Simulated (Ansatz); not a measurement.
**C₃H₇NO: a ladder of functionals and wavefunction methods**

Aim: compute C₃H₇NO with functionals from several rungs and with coupled cluster, and see how far each lands from CCSD(T) at the basis-set limit for the atomisation energy.

Computed with Ansatz 0.2.0, Gaussian basis. Level: functionals in def2-TZVPP, the program's frozen cores in correlated methods.

The runs, in order: LDA (SPW92), PBE-D4, revPBE-D4, BLYP-D4, r2SCAN-D4, B97M-V, PBE0-D4, B3LYP-D4, r2SCANh-D4, r2SCAN0-D4, HSE06-D4, BHLYP-D4, CAM-B3LYP-D4, LC-ωPBE, ωB97X-V, ωB97M-V, B2PLYP, PBE-QIDH; CCSD(T)/def2-SVP; CCSD(T)/def2-TZVPP; MP2/def2-QZVPP; extrapolation to the limit; RPA on PBE.

### 1 The relaxed structure

An earlier PBE0-D4 in a triple-zeta def2 set relaxation fixed the geometry.

SMILES `C/N=C/OC`, 12 atoms, charge 0, spin multiplicity 1.

Atoms are counted from 1 here; the program's logs count them from 0.

Bond lengths: C1–N2 1.439 Å, C1–H6 1.093 Å, C1–H7 1.093 Å, C1–H8 1.100 Å, N2–C3 1.256 Å, C3–O4 1.334 Å, C3–H9 1.095 Å, O4–C5 1.420 Å, C5–H10 1.088 Å, C5–H11 1.092 Å, C5–H12 1.092 Å. Angles: N2–C1–H6 109.7°, N2–C1–H7 109.7°, N2–C1–H8 113.8°, H6–C1–H7 106.9°, H6–C1–H8 108.3°, H7–C1–H8 108.3°, C1–N2–C3 117.6°, N2–C3–O4 124.1°, N2–C3–H9 125.5°, O4–C3–H9 110.4°, C3–O4–C5 115.6°, O4–C5–H10 105.9°, O4–C5–H11 110.7°, O4–C5–H12 110.7°, H10–C5–H11 110.6°, H10–C5–H12 110.6°, H11–C5–H12 108.4°.

### 2 LDA

This LDA is Slater exchange with PW92 correlation.

Input file in.yaml:

```yaml
crystal:
  periodic: [false, false, false]
  atoms:
    - {symbol: C, position_ang: [-0.192071, 1.809765, 0.905647]}
    - {symbol: N, position_ang: [-0.273641, 0.529863, 0.253662]}
    - {symbol: C, position_ang: [0.802585, -0.074072, 0.022234]}
    - {symbol: O, position_ang: [0.878899, -1.264699, -0.573686]}
    - {symbol: C, position_ang: [-0.361405, -1.843585, -0.951146]}
    - {symbol: H, position_ang: [-0.759929, 1.784341, 1.839725]}
    - {symbol: H, position_ang: [-0.652843, 2.574722, 0.274650]}
    - {symbol: H, position_ang: [0.836263, 2.125259, 1.135302]}
    - {symbol: H, position_ang: [1.803883, 0.291324, 0.275057]}
    - {symbol: H, position_ang: [-0.116583, -2.796490, -1.416185]}
    - {symbol: H, position_ang: [-0.890156, -1.196993, -1.654304]}
    - {symbol: H, position_ang: [-0.997901, -1.994535, -0.076957]}
basis:
  gaussian: {orbitals: def2-TZVPP}
hamiltonian: {xc: lda}
output: {orbitals: {seedname: orbitals}}
```

Run with:

```bash
$ ansatz run in.yaml --threads 4 --pin off --events-out ev --progress --plain --max-ram 10444MiB
```

The runs that follow: PBE-D4 (GGA); revPBE-D4 (GGA); BLYP-D4 (GGA); r2SCAN-D4 (meta-GGA); B97M-V (meta-GGA); PBE0-D4 (hybrid); B3LYP-D4 (hybrid); r2SCANh-D4 (hybrid); r2SCAN0-D4 (hybrid); HSE06-D4 (hybrid); BHLYP-D4 (hybrid); CAM-B3LYP-D4 (range-separated); LC-ωPBE (range-separated); ωB97X-V (range-separated); ωB97M-V (range-separated); B2PLYP (double hybrid); PBE-QIDH (double hybrid); CCSD(T) in def2-SVP; CCSD(T) in def2-TZVPP; MP2 in def2-QZVPP; RPA on PBE orbitals.

Q: Predict the results of all the runs planned. Wanted: atomisation energy, CCSD(T)/CBS; farthest beyond LDA; mean size of error, GGA; mean size of error, meta-GGA; mean size of error, hybrid; mean size of error, range-separated; mean size of error, double hybrid; gap, smallest and largest; T1 diagnostic.

As calculated:

| quantity | value |
| --- | --- |
| atomisation energy, CCSD(T)/CBS | 4721.7 kJ/mol |
| functionals within 23.6 kJ/mol (0.5 %) | r2SCAN-D4, B97M-V, r2SCANh-D4, LC-ωPBE, ωB97X-V |
| farthest beyond LDA | PBE-D4 (+154.3 kJ/mol) |
| mean size of error, GGA | 74.0 kJ/mol |
| mean size of error, meta-GGA | 12.7 kJ/mol |
| mean size of error, hybrid | 57.8 kJ/mol |
| mean size of error, range-separated | 23.5 kJ/mol |
| mean size of error, double hybrid | 27.0 kJ/mol |
| gap, smallest and largest | 5.49 eV (LDA (SPW92)), 13.20 eV (LC-ωPBE) |
| T1 diagnostic | 0.0127 |
| triples share of the correlation energy | 4.0 % |

LDA overbinds by 766.3 kJ/mol (16 %). PBE-D4 is off by +154.3 kJ/mol. Double hybrids carry the basis error of their MP2 part in triple zeta, and no dispersion term here, so their miss is partly the set-up's. The rungs meta-GGA, range-separated miss on average by less than the doubt on the reference (23.6 kJ/mol), so they tie. The reference freezes the cores and leaves out relativity and excitations past (T), so misses under about 23.6 kJ/mol can't be ranked. Hartree-Fock recovers 71 % of the binding; the rest is correlation. CCSD(T) in def2-SVP is off by -222.3 kJ/mol, more than most functionals: a good method in a small basis is no reference. Orbital gaps span 5.5 to 13.2 eV; exact exchange widens them.
